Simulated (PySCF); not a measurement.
Molecule: `CN1CC1`, C₃H₇N.

Cartesian coordinates in Å; atom numbers follow the order of the lines, from 1:
```xyz
11

C     1.3993    0.1675    0.0494
N     0.1173    0.3088   -0.5894
C    -1.0358    0.4570    0.2598
C    -0.7977   -0.7988   -0.4953
H     2.0989   -0.3428   -0.6306
H     1.3613   -0.4104    0.9989
H     1.8139    1.1624    0.2741
H    -0.8861    0.4159    1.3478
H    -1.7967    1.1743   -0.0674
H    -0.4891   -1.6767    0.0894
H    -1.3781   -1.0327   -1.3947
```

Geometry PBE0-D3(BJ)/def2-SVP throughout; GIAO in PySCF, gas phase, one conformer, non-relativistic; equivalent atoms averaged; functional PBE0.

(1) How do the absolute shieldings σ depend on the basis set? (ppm; last column core-seconds on shared hosts with different chips, so compare them loosely)

(2) Which nucleus moves most, in ppm?

(3) Taking the largest basis, pcSseg-2 (242 functions), as the yardstick, rank the others by their worst heavy-atom deviation.

Results:

(1) 
```
    basis set  functions     C1  C3/C4     N2  H5/H6/H7  H8/H9/H10/H11  core-s
       STO-3G         27  193.3  206.7  288.7     30.98          31.76     1.4
        6-31G         50  153.5  172.8  252.5     30.26          31.27     2.7
     pcSseg-0         50  142.4  163.5  255.8     30.46          31.52     2.8
       6-31G*         70  149.1  167.6  255.0     29.83          30.76     3.5
     def2-SVP         91  149.2  167.4  255.2     29.40          30.38     4.3
      cc-pVDZ         91  151.0  169.6  254.0     29.26          30.33     4.9
     pcSseg-1        103  136.1  156.6  246.7     29.17          30.21     5.3
6-311+G(2d,p)        150  139.5  159.4  245.7     29.34          30.39     8.4
  aug-cc-pVDZ        155  149.8  169.2  254.9     29.15          30.21      10
    def2-TZVP        166  138.6  159.4  247.7     29.34          30.34     9.8
     IGLO-III        210  134.9  155.7  245.2     29.19          30.22      14
      cc-pVTZ        218  139.7  160.0  246.4     29.16          30.20      14
     pcSseg-2        242  134.5  155.4  245.4     29.07          30.10      20
```

(2) C1 (methyl carbon bonded to N): from 134.5 ppm with pcSseg-2 to 193.3 ppm with STO-3G. The smallest spread is 1.66 ppm, at H8/H9/H10/H11. Proton shifts span only some 12 ppm, so a few tenths of a ppm matter as much there as several ppm in carbon.

(3) IGLO-III 0.4 ppm (210 functions), pcSseg-1 1.6 ppm (103 functions), def2-TZVP 4.1 ppm (166 functions), 6-311+G(2d,p) 5.1 ppm (150 functions), cc-pVTZ 5.2 ppm (218 functions), pcSseg-0 10.4 ppm (50 functions), 6-31G* 14.6 ppm (70 functions), def2-SVP 14.7 ppm (91 functions), aug-cc-pVDZ 15.3 ppm (155 functions), cc-pVDZ 16.5 ppm (91 functions), 6-31G 19.0 ppm (50 functions), STO-3G 58.8 ppm (27 functions).

A small basis that lands close on one nucleus may do so by chance; judge by the trend and by all nuclei.
